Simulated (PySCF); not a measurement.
Shieldings and the share of exact exchange

Molecule: SMILES OP(=O)(O)O, H3O4P.

Geometry:
| atom | x (Å) | y (Å) | z (Å) |
| --- | --- | --- | --- |
| O1 | -1.129 | 0.990 | 0.632 |
| P2 | -0.109 | 0.094 | 0.052 |
| O3 | -0.630 | -0.990 | -1.008 |
| O4 | 1.078 | 0.801 | -0.764 |
| O5 | 0.702 | -0.824 | 1.090 |
| H6 | -1.357 | -0.634 | -1.534 |
| H7 | 1.319 | 1.643 | -0.358 |
| H8 | 0.144 | -1.062 | 1.841 |

GIAO shieldings (ppm, equivalent atoms averaged) in PySCF on the PBE0-D3(BJ)/def2-SVP geometry, basis pcSseg-2, gas phase, non-relativistic:

```tsv
functional	exact exchange (%)	σ(O1)	σ(O3/O4/O5)	σ(P2)
BLYP	0	159.2	209.4	271.3
BP86	0	158.7	210.9	280.3
PBE	0	158.0	210.8	281.8
B3LYP	20	169.0	217.0	283.3
PBE0	25	171.0	220.5	296.6
mPW1PW91	25	170.9	220.3	295.0
HF	100	209.5	244.8	343.9
```

(1) Fit each shielding as a line in the percentage of exact exchange.

(2) What does the line predict for BHandHLYP (50 %), and what does the run give?

## Answers

(1) σ(O1) = 158.6 + 0.51 x (rms 0.4 ppm); σ(O3/O4/O5) = 210.7 + 0.34 x (rms 0.8 ppm); σ(P2) = 277.0 + 0.67 x (rms 4.2 ppm). The functionals also differ in their semilocal parts, which the line can't hold; Hartree–Fock has no correlation at all.

(2) σ(O1): 184.1 predicted, 184.7 computed; σ(O3/O4/O5): 227.7 predicted, 227.6 computed; σ(P2): 310.5 predicted, 303.5 computed ppm.
